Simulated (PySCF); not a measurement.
# Basis set benchmark on one molecule

Molecule: SMILES O=C(C)F, C$_{2}$H$_{3}$FO.

Structure with atom numbers: `[CH3:1][C:2](=[O:3])[F:4]` (H(Xn): hydrogen on atom n).

Geometry PBE0-D3(BJ)/def2-SVP throughout; GIAO in PySCF, gas phase, one conformer, non-relativistic; equivalent atoms averaged; functional PBE0.

Reference values (measured; solution; E. Pretsch, P. Bühlmann, M. Badertscher, Structure Determination of Organic Compounds, 4th ed., Springer 2009): δ(F4) = 49.0 ppm vs CFCl3. Computed shifts are taken against CFCl3, calculated as an isolated molecule at each level.

**Question.** How do the basis sets pcSseg-0, cc-pVDZ, aug-cc-pVDZ, cc-pVTZ, IGLO-III perform against the reference? Times are CPU seconds on 1 thread of an Arm Neoverse V2, shared host.

**Answer.** 
| basis set | functions | F4 | abs. error F | core-s |
| --- | --- | --- | --- | --- |
| pcSseg-0 | 42 | 67.6 | 18.6 | 1.8 |
| cc-pVDZ | 71 | 50.2 | 1.2 | 2.9 |
| aug-cc-pVDZ | 119 | 43.2 | 5.8 | 4.8 |
| cc-pVTZ | 162 | 51.7 | 2.7 | 7 |
| IGLO-III | 170 | 50.1 | 1.1 | 7 |

For ¹⁹F the closest is IGLO-III (1.1 ppm, with cc-pVDZ practically level) and the furthest pcSseg-0 (18.6 ppm). Where a smaller basis beats a larger one, errors probably cancel. One molecule is a small sample, and vibrational and solvent effects are absent from the calculation.

A small basis that lands close on one nucleus may do so by chance; judge by the trend and by all nuclei.
